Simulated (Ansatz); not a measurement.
**BFH5N (built from SMILES BN.F): a saddle search**

Does the minimum-mode search get back to a saddle from here?

Program: Ansatz 0.2.0, Gaussian basis. Level of theory: PBE-D4/cc-pVDZ. These are calculated values, not measurements.

## Step 1: Where the work starts

The start, a known saddle point with all atoms moved at random by about 0.06 Å a coordinate: 8 atoms, charge 0, spin multiplicity 1.

Atoms are counted from 1 here; the program's logs count them from 0.

Bond lengths: B1–N2 1.533 Å, B1–H3 1.264 Å, B1–H4 1.204 Å, N2–H7 0.954 Å, N2–H8 1.059 Å, H5–F6 1.110 Å. Angles: N2–B1–H3 115.9°, N2–B1–H4 112.6°, H3–B1–H4 128.1°, B1–N2–H7 116.1°, B1–N2–H8 115.6°, H7–N2–H8 118.2°.

Coordinates:

```xyz
8
charge 0, multiplicity 1
B     0.3601    0.2834    0.6271
N    -0.3150   -0.7522   -0.2792
H     1.6230    0.3119    0.5879
H    -0.3655    0.6707    1.5069
H    -0.4776    0.4913   -1.0455
F    -0.0168    1.4505   -0.7304
H    -1.1961   -1.0174   -0.0284
H     0.3272   -1.4819   -0.6984
```

## Step 2: The search

run/in.yaml reads:

```yaml
crystal:
  periodic: [false, false, false]
  atoms:
    - {symbol: B, position_ang: [0.360071, 0.283430, 0.627083]}
    - {symbol: N, position_ang: [-0.314954, -0.752192, -0.279217]}
    - {symbol: H, position_ang: [1.623011, 0.311885, 0.587903]}
    - {symbol: H, position_ang: [-0.365458, 0.670660, 1.506891]}
    - {symbol: H, position_ang: [-0.477611, 0.491274, -1.045457]}
    - {symbol: F, position_ang: [-0.016755, 1.450507, -0.730431]}
    - {symbol: H, position_ang: [-1.196149, -1.017413, -0.028373]}
    - {symbol: H, position_ang: [0.327246, -1.481933, -0.698377]}
basis:
  gaussian: {orbitals: cc-pVDZ}
hamiltonian: {xc: pbe, dispersion: d4}
saddle:
  f_tol: 0.02
  max_steps: 40
  mode_guess:
    - [-0.0059, 0.4413, -0.2410]
    - [-0.0846, 0.1736, -0.2675]
    - [-0.0084, -0.0177, 0.0000]
    - [-0.0021, -0.0194, -0.0030]
    - [-0.1280, -0.6195, 0.0526]
    - [0.1999, -0.0315, 0.4357]
    - [0.0285, 0.0333, 0.0049]
    - [0.0006, 0.0400, 0.0182]
```

The run is started by

```bash
$ ansatz run in.yaml --threads 2 --pin off --events-out ev --progress --plain --max-ram 4352MiB
```

The log of the run, shortened:

```text
Functional definition: PBE
  name "PBE"
  cite "Perdew, Burke & Ernzerhof, Phys. Rev. Lett. 77, 3865 (1996) doi:10.1103/PhysRevLett.77.3865"
  parent pbe
[...]
778 factors; their error is unknown
[...]
mean field -4959.14776151 eV, -182.2453188045 hartree, gradient 5.7e-5 eV, S^2 0.000000; 0 other end points of the search recorded, 0 dependent functions left out
[...]
reference -4959.14779123 eV, -182.2453198964 hartree; 13, 13 occupied and 54, 54 virtual orbitals, 778 factors
[... from here to the last solve, the lines of the solves are left out (64 solves) ...]
saddle step   1: F+E_penalty+E_count = -4959.22892575 eV  max|allowed force component| = 4.346e0 eV/Å  curvature = -8.1377 eV/Å²  mode residual = 3.34e0 eV/Å²  Δτ_max = 0.0000 Å  (1 rotations, 3 force calls, 68 SCF iters)  cluster: 3 rotations left out, max|force component along them| = [...]
saddle step   3: F+E_penalty+E_count = -4959.56515493 eV  max|allowed force component| = 2.719e-1 eV/Å  curvature = -4.7757 eV/Å²  mode residual = 1.20e0 eV/Å²  Δτ_max = 0.0733 Å  (1 rotations, 3 force calls, 72 SCF iters)  cluster: 3 rotations left out, max|force component along them| = [...]
saddle step   8: F+E_penalty+E_count = -4959.57047061 eV  max|allowed force component| = 1.995e-2 eV/Å  curvature = -4.2145 eV/Å²  mode residual = 4.76e-1 eV/Å²  Δτ_max = 0.0037 Å  (1 rotations, 7 force calls, 162 SCF iters)  cluster: 3 rotations left out, max|force component along them| [...]
saddle step   9: F+E_penalty+E_count = -4959.57053464 eV  max|allowed force component| = 5.940e-4 eV/Å  curvature = -4.1118 eV/Å² (error put at 0.0044; -4.1161 at half of saddle.amplitude)  mode residual = 3.23e-1 eV/Å²  Δτ_max = 0.0049 Å  (1 rotations, 37 force calls, 802 SCF iters)  [...]
Total energy: -4959.57056431 eV, -182.2608565206 hartree
Atom 0 at     0.343350     0.288971     0.585406 Å, force     0.000594    -0.000257     0.000129 eV/Å
Atom 1 at    -0.307194    -0.746032    -0.290469 Å, force    -0.000576     0.000266     0.000030 eV/Å
Atom 2 at     1.555376     0.287336     0.605922 Å, force    -0.000298    -0.000154     0.000057 eV/Å
Atom 3 at    -0.321531     0.700767     1.511558 Å, force    -0.000131     0.000114    -0.000160 eV/Å
Atom 4 at    -0.373403     0.528250    -1.009755 Å, force     0.000205     0.000325     0.000013 eV/Å
Atom 5 at    -0.039117     1.508420    -0.764029 Å, force    -0.000150    -0.000392    -0.000173 eV/Å
Atom 6 at    -1.202854    -1.141661     0.009364 Å, force    -0.000019    -0.000202     0.000289 eV/Å
Atom 7 at     0.284775    -1.469832    -0.707976 Å, force     0.000375     0.000300    -0.000186 eV/Å
Dipole moment:    -0.234292    -0.605948    -0.208889 e Å
```

Wall time 31 s (2 threads of Arm Neoverse V2, shared host).

Relaxation path:

```csv
step,energy from step 1 (eV),largest force component (eV/Å)
1,0.0000,4.3459
2,-0.2462,0.9343
3,-0.3362,0.2719
4,-0.3397,0.2504
5,-0.3411,0.1191
6,-0.3414,0.0786
7,-0.3413,0.0467
8,-0.3415,0.0199
9,-0.3416,0.0006
```

Distances of close pairs at the start and the end, largest changes first:

```csv
bond,before (Å),after (Å),change (Å)
N2–H7,0.954,1.024,+0.070
B1–H3,1.264,1.212,-0.052
H5–F6,1.110,1.064,-0.045
N2–H8,1.059,1.024,-0.035
B1–N2,1.533,1.504,-0.029
B1–H4,1.204,1.212,+0.008
```

## Step 3: Summary of results

```
                  quantity        value
                     steps            9
             energy change    -0.342 eV
        last largest force  0.0006 eV/Å
       RMSD from the start      0.078 Å
RMSD from the known saddle      0.033 Å
```

In words: It converged in 9 steps at a force tolerance of 0.02 eV/Å. It is back at the known saddle, up to the shift that another level brings.
